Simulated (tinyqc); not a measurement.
Inside a calculation. Method: Pariser-Parr-Pople SCF with singles CI, for the molecule c1cc[cH-]c1 (SMILES; centres numbered as the heavy atoms are written). One step of it, computed by the program tinyqc.

Question. Iteration 1: Fock matrix. F_rr = H_rr + P_rr gamma_rr / 2 + sum_(s != r) P_ss gamma_rs; F_rs = H_rs - P_rs gamma_rs / 2; E = tr P (H + F) / 2 + core repulsion sum_(r<s) z_r z_s gamma_rs.

P at the start:
```
           1C         2C         3C         4C         5C
1C   1.199995   0.647248  -0.247125  -0.247125   0.647248
2C   0.647248   1.199715   0.647267  -0.247392  -0.247034
3C  -0.247125   0.647267   1.200288   0.647037  -0.247392
4C  -0.247125  -0.247392   0.647037   1.200288   0.647267
5C   0.647248  -0.247034  -0.247392   0.647267   1.199715
```

core matrix H (eV):
```
            1C          2C          3C          4C          5C
1C  -37.306747   -2.390000    0.000000    0.000000   -2.390000
2C   -2.390000  -37.306046   -2.390000    0.000000    0.000000
3C    0.000000   -2.390000  -37.309147   -2.390000    0.000000
4C    0.000000    0.000000   -2.390000  -37.309147   -2.390000
5C   -2.390000    0.000000    0.000000   -2.390000  -37.306046
```

repulsion gamma_rs (eV):
```
           1C         2C         3C         4C         5C
1C  11.130000   7.552804   5.520570   5.520570   7.552804
2C   7.552804  11.130000   7.554850   5.519866   5.518526
3C   5.520570   7.554850  11.130000   7.553862   5.519866
4C   5.520570   5.519866   7.553862  11.130000   7.554850
5C   7.552804   5.518526   5.519866   7.554850  11.130000
```

Centres (angstrom, eV; a flat drawing with bonds scaled to 1.40 angstrom):

| centre | x | y | core charge z | W | gamma_rr |
|---|---|---|---|---|---|
| 1C | 1.191000 | 0.000000 | 1 | 11.160000 | 11.130000 |
| 2C | 0.368000 | 1.133000 | 1 | 11.160000 | 11.130000 |
| 3C | -0.963000 | 0.700000 | 1 | 11.160000 | 11.130000 |
| 4C | -0.963000 | -0.700000 | 1 | 11.160000 | 11.130000 |
| 5C | 0.368000 | -1.133000 | 1 | 11.160000 | 11.130000 |

Give: F; pi energy.

Answer.

F (eV):
```
         1C       2C       3C       4C       5C
1C   0.7462  -4.8343   0.6821   0.6821  -4.8343
2C  -4.8343   0.7478  -4.8350   0.6828   0.6816
3C   0.6821  -4.8350   0.7478  -4.8338   0.6828
4C   0.6821   0.6828  -4.8338   0.7478  -4.8350
5C  -4.8343   0.6816   0.6828  -4.8350   0.7478
```

pi energy = -68.5335 eV
